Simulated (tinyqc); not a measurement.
Inside a calculation. Method: UKS/PBE in the sto-6g basis, for NH, spin multiplicity 3. One step of it, computed by the program tinyqc.

Task: Iteration 2: diagonalisation and new density. Diagonalise F' = X^T F X, C = X C', fill 5 alpha and 3 beta electrons from the bottom; D(s) = C_occ C_occ^T; the new density keeps 0.3 of the old one (damping). Each column has its largest component positive (the first on a tie).

F(alpha) (hartree), lower triangle:
```
             1N 1s      1N 2s     1N 2px    1N 2py     1N 2pz      2H 1s
1N 1s   -14.083925
1N 2s    -3.393853  -1.228927
1N 2px   -0.002869  -0.015476   0.043396
1N 2py   -0.001868  -0.001025  -0.011513  0.029205
1N 2pz    0.002048  -0.022933  -0.014063  0.019122   0.046897
2H 1s    -0.103918  -0.116357  -0.001476  0.000874  -0.089771  -0.325025
```

F(beta) (hartree), lower triangle:
```
             1N 1s      1N 2s     1N 2px     1N 2py     1N 2pz      2H 1s
1N 1s   -13.938332
1N 2s    -3.369594  -1.122595
1N 2px   -0.004178  -0.013912   0.146654
1N 2py    0.001052   0.001358   0.007542   0.165749
1N 2pz   -0.000419  -0.021814   0.011816  -0.010523   0.125932
2H 1s    -0.103160  -0.110393  -0.000317  -0.000175  -0.085325  -0.315712
```

X, lower triangle:
```
            1N 1s      1N 2s    1N 2px    1N 2py     1N 2pz     2H 1s
1N 1s    1.020637
1N 2s   -0.119376   1.025991
1N 2px   0.000000   0.000000  1.000000
1N 2py   0.000000   0.000000  0.000000  1.000000
1N 2pz  -0.000796   0.005966  0.000000  0.000000   1.006516
2H 1s    0.006932  -0.060565  0.000000  0.000000  -0.066448  1.011785
```

D(alpha) after iteration 1, lower triangle:
```
            1N 1s      1N 2s    1N 2px     1N 2py     1N 2pz     2H 1s
1N 1s    1.052069
1N 2s   -0.249081   1.047044
1N 2px  -0.019262  -0.033532  0.897561
1N 2py   0.004766   0.009018  0.025818   0.993467
1N 2pz   0.017400   0.025850  0.090672  -0.021949   0.905266
2H 1s    0.022374  -0.001134  0.084847  -0.025693  -0.056952  0.233673
```

D(beta) after iteration 1, lower triangle:
```
            1N 1s      1N 2s     1N 2px     1N 2py     1N 2pz     2H 1s
1N 1s    0.859012
1N 2s   -0.087974   0.866861
1N 2px   0.017143  -0.034873   0.357021
1N 2py  -0.057253   0.007012  -0.144246   0.171561
1N 2pz   0.084058   0.003003  -0.186159   0.241017   0.593762
2H 1s    0.008081  -0.013764   0.043986  -0.073159  -0.050387  0.208363
```

overlap S, lower triangle:
```
           1N 1s     1N 2s    1N 2px    1N 2py    1N 2pz     2H 1s
1N 1s   1.000000
1N 2s   0.229416  1.000000
1N 2px  0.000000  0.000000  1.000000
1N 2py  0.000000  0.000000  0.000000  1.000000
1N 2pz  0.000000  0.000000  0.000000  0.000000  1.000000
2H 1s   0.006999  0.116043  0.000000  0.000000  0.130329  1.000000
```

Give: F' = X^T F X; orbital energies; coefficients C; F' = X^T F X; orbital energies; coefficients C; D(alpha) after iteration 2; D(beta) after iteration 2.

Result:

F' = X^T F X (alpha) (hartree), lower triangle:
```
         1       2       3      4       5       6
1  -13.863
2   -1.731  -0.651
3   -0.001  -0.016   0.043
4   -0.002  -0.001  -0.012  0.029
5    0.002  -0.016  -0.014  0.019   0.058
6    0.008  -0.049   0.000  0.000  -0.073  -0.310
```

orbital energies (alpha) (hartree): MO1 -14.086, MO2 -0.450, MO3 -0.303, MO4 0.020, MO5 0.039, MO6 0.086

coefficients C (alpha):
```
           MO1     MO2     MO3     MO4     MO5     MO6
1N 1s    0.997  -0.228   0.100   0.002   0.007  -0.002
1N 2s    0.013   0.934  -0.445  -0.013  -0.028   0.014
1N 2px   0.000   0.031  -0.011   0.296   0.876  -0.378
1N 2py   0.000  -0.001  -0.010   0.919  -0.154   0.362
1N 2pz   0.000   0.064   0.105  -0.258   0.455   0.854
2H 1s   -0.001   0.312   0.933   0.074  -0.115  -0.211
```

F' = X^T F X (beta) (hartree), lower triangle:
```
         1       2      3       4       5       6
1  -13.716
2   -1.736  -0.544
3   -0.003  -0.014  0.147
4    0.001   0.001  0.008   0.166
5   -0.001  -0.014  0.012  -0.011   0.137
6    0.009  -0.050  0.000   0.000  -0.074  -0.301
```

orbital energies (beta) (hartree): MO1 -13.941, MO2 -0.368, MO3 -0.265, MO4 0.132, MO5 0.160, MO6 0.171

coefficients C (beta):
```
           MO1     MO2     MO3     MO4     MO5     MO6
1N 1s    0.997  -0.177   0.176   0.004   0.005   0.000
1N 2s    0.013   0.711  -0.751  -0.024  -0.019  -0.002
1N 2px   0.000   0.016  -0.025   0.673   0.734   0.088
1N 2py   0.000   0.000   0.004  -0.349   0.211   0.913
1N 2pz   0.000   0.078   0.058  -0.654   0.648  -0.400
2H 1s   -0.001   0.631   0.763   0.155  -0.141   0.089
```

D(alpha) after iteration 2, lower triangle:
```
         1N 1s   1N 2s  1N 2px  1N 2py  1N 2pz  2H 1s
1N 1s    1.055
1N 2s   -0.246   1.063
1N 2px  -0.006  -0.006   0.869
1N 2py   0.002  -0.001   0.104   0.907
1N 2pz   0.004   0.011   0.253  -0.223   0.474
2H 1s    0.021  -0.086  -0.031   0.046   0.015  0.761
```

D(beta) after iteration 2, lower triangle:
```
         1N 1s   1N 2s  1N 2px  1N 2py  1N 2pz  2H 1s
1N 1s    0.997
1N 2s   -0.198   1.009
1N 2px   0.000   0.011   0.108
1N 2py  -0.017   0.000  -0.043   0.051
1N 2pz   0.023   0.009  -0.056   0.072   0.185
2H 1s    0.017  -0.091   0.007  -0.020   0.051  0.748
```
